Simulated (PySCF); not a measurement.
# C4H7 radical: EPR parameters

Aim: predict the EPR parameters of C4H7 radical (`C[C@@H]1[CH]C1`).

The runs use PySCF 2.14.0, with density-fitted response routines of our own; the level of theory stands in each step. All values are computed, except where a source is named. Atoms are numbered from 0 throughout.

## Step 1: Starting geometry

11 atoms, charge 0, multiplicity 2; geometry from: GFN2-xTB.

Bonds of the start (Å): C0–C1 1.51, C1–C2 1.46, C2–C3 1.46, C3–C1 1.52, C0–H4 1.09, C0–H5 1.09, C0–H6 1.09, C1–H7 1.09, C2–H8 1.07, C3–H9 1.09, C3–H10 1.08.

## Step 2: EPR parameters: B3LYP/pcH-1

The job: settings as JSON, then the geometry in Å.

```
{"job": {"kind": "epr", "basis": "pcH-1"}, "charge": 0, "multiplicity": 2}
C     -1.376101     0.199469    -0.222976
C     -0.035189    -0.482748    -0.062067
C      0.830462    -0.189502     1.079971
C      1.229619     0.347020    -0.219804
H     -1.342950     1.203703     0.191645
H     -1.647712     0.263947    -1.275562
H     -2.148164    -0.364055     0.298096
H     -0.036309    -1.500720    -0.451709
H      1.341974    -0.820219     1.774983
H      2.100081    -0.057344    -0.726975
H      1.089714     1.403119    -0.411566
```

Level: UKS B3LYP, pcH-1 on C H, non-relativistic, mean-field spin-orbit, GIAO.

What will the session give for the following? g(iso) (B3LYP); ⟨S²⟩; largest a(iso) (averaged by class). Wanted: g(iso); ⟨S²⟩; largest a(iso).

As calculated:

| quantity | value |
| --- | --- |
| g(iso) (B3LYP) | 2.00269 |
| ⟨S²⟩ | 0.753 (exact 0.75) |
| largest a(iso) (averaged by class) | 13C on C2, 277.0 MHz |

In words: Most of the unpaired spin sits on C2 (0.97 e). The isotropic g lies 0.4 ppt above the free-electron value.
